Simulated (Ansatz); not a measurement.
A single point on CH₄FNO₂, SMILES `NC(O)(O)F`.

```yaml
crystal:
  periodic: [false, false, false]
  atoms:
    - {symbol: N, position_ang: [0.758168, 0.544189, -0.772447]}
    - {symbol: C, position_ang: [0.002765, -0.126873, 0.219972]}
    - {symbol: O, position_ang: [-0.568591, -1.285117, -0.232917]}
    - {symbol: O, position_ang: [-0.987240, 0.671741, 0.735213]}
    - {symbol: F, position_ang: [0.891725, -0.441899, 1.233141]}
    - {symbol: H, position_ang: [0.184194, 0.688772, -1.593174]}
    - {symbol: H, position_ang: [1.567059, -0.008074, -1.026449]}
    - {symbol: H, position_ang: [-1.181120, -1.598763, 0.442531]}
    - {symbol: H, position_ang: [-0.578460, 1.509825, 0.977130]}
basis:
  gaussian: {orbitals: def2-TZVPP}
hamiltonian: {xc: pbe}
correlation: {method: rpa}
```

```sh
$ ansatz run in.yaml --threads 2 --pin off --events-out ev --progress --plain --max-ram 4352MiB
```

Shortened log:

```
Functional definition: PBE
1333 factors; integrals over basis functions are off by at most 9.4e-4 eV
mean field evaluation 1: about -9385.3995 eV, gradient 8.8e1 eV
mean field evaluation 2: about -9385.3959 eV, gradient 8.8e1 eV
mean field evaluation 4: about -9397.5768 eV, gradient 1.6e1 eV
mean field evaluation 8: about -9397.9545 eV, gradient 4.7e-1 eV
mean field evaluation 16: about -9397.9549 eV, gradient 4.9e-5 eV
mean field -9397.95489459 eV, -345.3684722135 hartree, gradient 5.8e-6 eV, S^2 0.000000; 0 other end points of the search recorded, 0 dependent functions left out
5 core orbitals not correlated: weight in the atoms' cores, before any rotation towards them, 1.000 or more for the frozen orbitals, at most 0.000 for the correlated occupied ones
reference -9358.75617432 eV, -343.9279458134 hartree; 16, 16 occupied and 190, 190 virtual orbitals, 1333 factors
Total energy: -9404.43967594 eV, -345.6067835328 hartree
```

Hardware: 2 threads of an AMD EPYC 7B13 on a shared host. Wall time 4.9 s, peak host memory 0.46 GiB.
